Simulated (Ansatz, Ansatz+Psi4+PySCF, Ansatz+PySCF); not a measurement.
```xyz
3

C     0.0485    0.5935    0.0000
O     0.0485   -0.5807    0.0000
H    -0.8444    1.1966    0.0000
```

Basis set: cc-pVTZ (spherical functions). Correlated methods keep 2 orbitals frozen. Correlation on ROHF uses semicanonical orbitals with singles. Charge 0, multiplicity 2.

Computed with Ansatz (development build ahead of 0.2.0); each method stands on the lowest determinant of its kind that the runs found.

Question: Give the atomization energy at this shape (free ground-state atoms in the same class of orbitals less the molecule, no zero-point energy) of doublet CHO by ROHF-CCSD(T), ROHF-MP2, UHF-MP2.

Answer:

| method | atomization energy |
| --- | --- |
| ROHF-CCSD(T) | 1125.5 kJ/mol |
| ROHF-MP2 | 1175.0 kJ/mol |
| UHF-MP2 | 1171.2 kJ/mol |
